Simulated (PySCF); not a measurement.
Level of theory: M06-2X/def2-TZVP in PySCF. Gas-phase values, no solvent. 

Reference species (SMILES): `[F]` (neutral, multiplicity 2).

The highest occupied spin orbital is -14.77 eV.

Changed species: `[F][In][F]` (radical fragment; the reference has radical fragment).

Predict the effect on the highest occupied spin orbital.

the highest occupied spin orbital rises by 5.77 eV, to -9.00 eV.
